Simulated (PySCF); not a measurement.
# Shieldings and the share of exact exchange

Molecule: 1,2-dichloroethane, C2H4Cl2.

Structure with atom numbers: `[Cl:1][CH2:2][CH2:3][Cl:4]`. Hydrogens are named by the atom that carries them.

GIAO shieldings (ppm, equivalent atoms averaged) in PySCF on the PBE0-D3(BJ)/def2-SVP geometry, basis pcSseg-2, gas phase, non-relativistic:

| functional | exact exchange (%) | σ(Cl1/Cl4) | σ(C2/C3) |
| --- | --- | --- | --- |
| BLYP | 0 | 794.9 | 122.7 |
| BP86 | 0 | 810.8 | 128.4 |
| PBE | 0 | 811.5 | 128.7 |
| PBE0 | 25 | 842.9 | 135.0 |
| mPW1PW91 | 25 | 841.0 | 134.2 |
| BHandHLYP | 50 | 855.5 | 135.4 |
| HF | 100 | 904.3 | 146.2 |

Task: Fit each shielding as a line in the percentage of exact exchange.

Result: σ(Cl1/Cl4) = 809.4 + 0.98 x (rms 7.2 ppm); σ(C2/C3) = 127.5 + 0.19 x (rms 2.4 ppm). The functionals also differ in their semilocal parts, which the line can't hold; Hartree–Fock has no correlation at all.

Task: What does the line predict for B3LYP (20 %), and what does the run give?

Result: σ(Cl1/Cl4): 829.0 predicted, 821.8 computed; σ(C2/C3): 131.3 predicted, 128.3 computed ppm.
